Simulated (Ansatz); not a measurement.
**AlO+ (singlet): the correlation ladder, 6-31G**

How much of the correlation energy of AlO+ (singlet) does each wave-function method recover here?

Method: 6-31G, core rule «outside noble gas», up to 6 orbitals frozen; program: Ansatz 0.2.0, Gaussian basis.

Plan: UHF; CCSD(T) on RHF; CCSD(T) on UHF; BCCD(T) on RHF; CISD; CCSDT(Q) on RHF; CCSDT(Q) on UHF; CISDTQ; CCSDTQ on RHF; CCSDTQ on UHF; CASSCF and MRCISD+Q, 8 electrons in 8 orbitals; CASSCF and MRCISD+Q(relaxed), 8 electrons in 8 orbitals; CASSCF and NEVPT2, 8 electrons in 8 orbitals; Full CI.

18 further runs of the same task are left out: 5 for a known fault of the program, 5 that didn't finish, 8 set aside as unsound or not needed.

## (1) The geometry

The geometry is a PBE0/def2-TZVP stationary point (not a proven minimum) of the parent state, kept for this charge and spin.

2 atoms, charge 1, spin multiplicity 1.

Atoms are counted from 1 here; the program's logs count them from 0.

Bond lengths: Al1–O2 1.620 Å.

## (2) UHF

The input, in.yaml:

```yaml
crystal:
  periodic: [false, false, false]
  atoms:
    - {symbol: Al, position_ang: [0.000000, 0.000000, 0.000000]}
    - {symbol: O, position_ang: [0.000000, 0.000000, 1.620001]}
basis:
  gaussian: {orbitals: 6-31G}
total_charge: 1
magnetization: {spin_polarized: true, initial_magnetization: 0}
hamiltonian: {xc: hf}
output: {orbitals: {seedname: orbitals}}
```

The run is started by

```sh
> ansatz run in.yaml --threads 1 --pin off --events-out ev --progress --plain --max-ram 2393MiB
```

Further steps of the session: CCSD(T) on RHF; CCSD(T) on UHF; BCCD(T) on RHF; CISD; CCSDT(Q) on RHF; CCSDT(Q) on UHF; CISDTQ; CCSDTQ on RHF; CCSDTQ on UHF; CASSCF and MRCISD+Q, 8 electrons in 8 orbitals; CASSCF and MRCISD+Q(relaxed), 8 electrons in 8 orbitals; CASSCF and NEVPT2, 8 electrons in 8 orbitals; Full CI.

Q: Predict the results of all the runs planned. Wanted: FCI below the RHF energy; RMP2 from FCI; RCCSD from FCI; RCCSD(T) from FCI; RCCSDT(Q) from FCI; NEVPT2 valence from FCI; MRCISD+Q valence from FCI; MRCISD+Q(relaxed) valence from FCI; T1 diagnostic.

As calculated:

| quantity | value |
| --- | --- |
| FCI below the RHF energy | -5.8365 eV |
| RMP2 from FCI | +588.9 meV |
| RCCSD from FCI | +358.3 meV |
| RCCSD(T) from FCI | +60.5 meV |
| RCCSDT(Q) from FCI | -43.8 meV |
| NEVPT2 valence from FCI | +358.2 meV |
| MRCISD+Q valence from FCI | +108.4 meV |
| MRCISD+Q(relaxed) valence from FCI | -5.2 meV |
| levels within 1 kcal/mol (43 meV) | RCCSDT, RCCSDTQ, MRCISD+Q(relaxed) valence |
| T1 diagnostic | 0.065 |
| effectively unpaired electrons | 0.42 |

RCCSD(T) lands +60.5 meV from the yardstick (1.0 % of the correlation energy). RCCSDT(Q), RCCSDTQ, MRCISD+Q(relaxed) valence fall below full CI, which methods that aren't variational can do. The occupations show some static correlation. Of the multireference levels listed MRCISD+Q(relaxed) valence comes nearest in total energy (-5.2 meV), which doesn't show that its space is the better one. These misses are within one basis, not against nature.
